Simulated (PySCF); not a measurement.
Mapped SMILES: `[CH3:1][O:2][CH2:3][O:4][CH2:5][F:6]` (H(Xn): hydrogen on atom n).

GIAO PBE0/pcSseg-1 shifts (PySCF 2.14.0 with density-fitted response routines, gas phase, non-relativistic, equivalent atoms averaged), each against references optimised in the same way as the molecule (TMS, H2O, CFCl3).

On the GFN2-xTB geometry: C5 101.3, C3 95.6, C1 57.6, O4 112.1, O2 45.7, F6 -188.6, H(C5) 5.65, H(C3) 5.03, H(C1) 3.58 ppm.

Q: What changes on the PBE0-D3(BJ)/def2-SVP geometry?

A: 
```
atoms  δ (ppm)  change
   C5     98.7    -2.6
   C3     92.6    -3.0
   C1     55.6    -2.0
   O4    109.6    -2.5
   O2     42.7    -3.0
   F6   -183.7    +4.9
H(C5)     5.23   -0.42
H(C3)     4.63   -0.40
H(C1)     3.33   -0.25
```

Unscaled 19F shifts against computed CFCl3 carry errors that often reach 10 to 50 ppm.

Bonds between heavy atoms that differ most (equivalent bonds averaged): C1–O2 1.415 → 1.403 Å, C3–O4 1.416 → 1.408 Å, C5–F6 1.376 → 1.369 Å, O2–C3 1.386 → 1.379 Å. Mean change of bonds to hydrogen: C–H +0.008 Å.
